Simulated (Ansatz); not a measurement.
**C₃H₃N: one species, many methods**

The task here is to estimate one member of a computed series from the others.

Program: Ansatz 0.2.0, Gaussian basis. Level of theory: functionals in def2-TZVPP, the program's frozen cores in correlated methods. These are calculated values, not measurements.

The runs, in order: LDA (SPW92), PBE-D4, revPBE-D4, BLYP-D4, r2SCAN-D4, B97M-V, PBE0-D4, B3LYP-D4, r2SCANh-D4, r2SCAN0-D4, HSE06-D4, BHLYP-D4, CAM-B3LYP-D4, LC-ωPBE, ωB97X-V, ωB97M-V, B2PLYP, PBE-QIDH; CCSD(T)/def2-SVP; CCSD(T)/def2-TZVPP; MP2/def2-QZVPP; extrapolation to the limit; RPA on PBE.

## The relaxed structure

An earlier PBE0-D4 in a triple-zeta def2 set relaxation fixed the geometry.

7 atoms, charge 0, spin multiplicity 1.

Atoms are counted from 1 here; the program's logs count them from 0.

Bond lengths: C1–C2 1.349 Å, C1–C3 1.588 Å, C1–N4 1.225 Å, C2–C3 1.549 Å, C2–H5 1.079 Å, C3–H6 1.084 Å, C3–H7 1.084 Å. Angles: C2–C1–C3 63.1°, C2–C1–N4 138.2°, C3–C1–N4 75.7°, C1–C2–C3 66.0°, C1–C2–H5 124.4°, C3–C2–H5 122.4°, C1–C3–C2 50.9°, C1–C3–H6 117.1°, C1–C3–H7 118.4°, C2–C3–H6 118.4°, C2–C3–H7 114.8°, H6–C3–H7 119.2°.

Set-up of the first run:

Input file in.yaml:

```yaml
crystal:
  periodic: [false, false, false]
  atoms:
    - {symbol: C, position_ang: [-0.744601, -0.544074, 0.517929]}
    - {symbol: C, position_ang: [0.551491, -0.875304, 0.340976]}
    - {symbol: C, position_ang: [0.108459, 0.380375, -0.451037]}
    - {symbol: N, position_ang: [-1.567318, 0.218759, 0.027240]}
    - {symbol: H, position_ang: [1.301761, -0.836194, 1.115366]}
    - {symbol: H, position_ang: [0.398738, 1.354968, -0.075586]}
    - {symbol: H, position_ang: [0.012771, 0.233470, -1.520589]}
basis:
  gaussian: {orbitals: def2-TZVPP}
hamiltonian: {xc: lda}
output: {orbitals: {seedname: orbitals}}
```

Started as:

```
$ ansatz run in.yaml --threads 2 --pin off --events-out ev --progress --plain --max-ram 4352MiB
```

Steps of the session up to this table: LDA; PBE-D4 (GGA); revPBE-D4 (GGA); BLYP-D4 (GGA); r2SCAN-D4 (meta-GGA); B97M-V (meta-GGA); B3LYP-D4 (hybrid); r2SCANh-D4 (hybrid); r2SCAN0-D4 (hybrid); HSE06-D4 (hybrid); BHLYP-D4 (hybrid); CAM-B3LYP-D4 (range-separated); LC-ωPBE (range-separated); ωB97X-V (range-separated); ωB97M-V (range-separated); B2PLYP (double hybrid); PBE-QIDH (double hybrid).

One of the session's tables, all rows but one given; the rest of the session is left out.

It belongs to the step «Orbital energies across the functionals». 

| functional | HOMO (eV) | gap (eV) |
| --- | --- | --- |
| LDA (SPW92) | -5.56 | 3.41 |
| PBE-D4 | ? | ? |
| revPBE-D4 | -5.33 | 3.51 |
| BLYP-D4 | -5.26 | 3.47 |
| r2SCAN-D4 | -5.61 | 3.97 |
| B97M-V | -5.67 | 4.17 |
| PBE0-D4 | -6.56 | 5.79 |
| B3LYP-D4 | -6.36 | 5.30 |
| r2SCANh-D4 | -6.05 | 4.82 |
| r2SCAN0-D4 | -6.72 | 6.11 |
| HSE06-D4 | -6.16 | 5.00 |
| BHLYP-D4 | -7.63 | 8.06 |
| CAM-B3LYP-D4 | -7.88 | 8.28 |
| LC-ωPBE | -9.18 | 10.81 |
| ωB97X-V | -8.83 | 10.40 |
| ωB97M-V | -8.73 | 10.20 |

Q: Estimate the row for PBE-D4 from the others.

The run gave: HOMO (eV): -5.39; gap (eV): 3.48. In the column «HOMO (eV)» it lies between LDA (SPW92) (-5.56) and revPBE-D4 (-5.33).
